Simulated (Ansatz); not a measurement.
Molecule: O$_{2}$, net charge 1, doublet state. 
Coordinates optimised at B3LYP-D3(BJ)/def2-TZVP (Ansatz, an electronic-structure program):
```
O
O 1 1.1056
```
Charge +1, spin multiplicity 2.

Basis-set convergence of Hartree-Fock and MP2 correlation energies (hartree) with Ansatz. Correlated levels leave the core frozen unless marked. Open shells are spin-unrestricted. Spin-orbit coupling is left out. Non-relativistic.

The UHF reference is spin-contaminated (<S^2> 0.34 over the pure value in the largest basis). The T1 diagnostic of CCSD in the largest basis is 0.073, which is high, so the coupled-cluster rows are less sure than usual.

```csv
basis,functions,E(HF),"E(corr, MP2)"
def2-TZVPPD,80,-149.24412,-0.39704
def2-QZVPPD,132,-149.25114,-0.42736
```

Extrapolating the two largest sets (X = 3 and 4) as X^-3: E(corr) = (64·(-0.42736) - 27·(-0.39704))/37 = -0.4495 Eh, an estimate of the basis-set limit. The largest set recovers 95.1 % of it, the smallest 88.3 %.
